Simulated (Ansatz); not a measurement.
Run this with Ansatz 0.2.0 through its Python package and show what comes out.

`c2h3no_bend.py`:
```python
'''Energy of C2H3NO against one bond angle.'''

import logging
import sys

import ansatz
from ase import Atoms

logging.basicConfig(stream=sys.stdout, format='%(levelname)s %(message)s')
log = logging.getLogger('calc')
log.setLevel(logging.INFO)

BASIS_SET = 'def2-SVP'
XC = 'B3LYP'
FORCE_TOL = 0.02


def main() -> None:
    atoms = Atoms(['N', 'C', 'C', 'O', 'H', 'H', 'H'], positions=[
        [1.2171, -0.8865, 0.9293],
        [0.4091, -0.1454, 0.3587],
        [-0.4769, 0.5831, -0.3011],
        [-1.2114, 0.0038, -1.197],
        [1.7599, -0.3249, 1.5577],
        [-0.5741, 1.6633, -0.187],
        [-1.0624, -0.9615, -1.2063],
    ])

    # relax first, so that the scan starts from a minimum
    first = (
        ansatz.Crystal.molecule_from_ase(atoms).calculation()
        .basis(gaussian=BASIS_SET)
        .functional(XC)
        .relax(force_tolerance=FORCE_TOL, max_steps=80)
    )
    atoms.positions = first.run(threads=1).report['positions_ang']

    rows = []
    for angle in [90, 100, 110, 120, 135, 150, 165, 179]:
        bent = atoms.copy()
        bent.set_angle(2, 3, 6, angle, indices=[6])
        job = ansatz.Crystal.molecule_from_ase(bent).calculation()
        job = job.basis(gaussian=BASIS_SET).functional(XC)
        rows.append((angle, job.run(threads=1).report['free_energy_ev']))
    floor = min(e for _, e in rows)
    for angle, e in rows:
        log.info(f'angle C2-O3-H6 = {angle:3d} deg   {1000 * (e - floor):9.1f} meV')


if __name__ == '__main__':
    main()
```

Running `python c2h3no_bend.py` prints:
```text
INFO angle C2-O3-H6 =  90 deg       322.8 meV
INFO angle C2-O3-H6 = 100 deg        70.9 meV
INFO angle C2-O3-H6 = 110 deg         0.0 meV
INFO angle C2-O3-H6 = 120 deg        75.8 meV
INFO angle C2-O3-H6 = 135 deg       385.2 meV
INFO angle C2-O3-H6 = 150 deg       805.8 meV
INFO angle C2-O3-H6 = 165 deg      1179.2 meV
INFO angle C2-O3-H6 = 179 deg      1353.7 meV
```

What to keep in mind:
- The settings weren't tested for convergence.
- The scan is rigid, and the energies are electronic, in a modest basis. The zero is the lowest point of the grid, which needn't be the minimum.
- b3lyp holds the VWN-RPA fit, as in Gaussian; the form of ORCA and Turbomole is b3lyp5.
- It ran for 41 s on 1 thread of Arm Neoverse V1, on a shared host, peak memory 0.21 GiB.

(Lines on the test bed's own set-up are left out of the output.)
